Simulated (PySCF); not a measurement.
# Phosphorus: a sound run and one with changed settings

Sound run: P [Ne] 3s2 3p3, P⁺ [Ne] 3s2 3p2. Computed with PySCF 2.14 in pcseg-2, with no relativity, point nucleus. In the sound run the correlated levels freeze [Ne]. The sound run starts from symmetry-adapted Hartree-Fock orbitals and uses a fine grid where one is needed.

Changed run: all electrons correlated in a basis built for the valence shell.

```csv
species,method,sound run (hartree),changed run (hartree),converged
P,MP2,-340.78445,-340.84509,yes
P,CCSD(T),-340.80402,-340.86416,yes
P⁺,MP2,-340.40357,-340.46433,yes
P⁺,CCSD(T),-340.42493,-340.48536,yes
```

Ionisation energy of P:

| method | sound run (eV) | changed run (eV) |
| --- | --- | --- |
| UHF | 9.927 | 9.927 |
| MP2 | 10.364 | 10.361 |
| SCS-MP2 | 10.219 | 10.216 |
| CCSD | 10.292 | 10.286 |
| CCSD(T) | 10.316 | 10.308 |

A valence basis has no tight correlating functions, so it recovers only part of the core correlation, and not evenly between atom and ion.

For comparison, NIST gives 10.487 eV between the lowest levels.
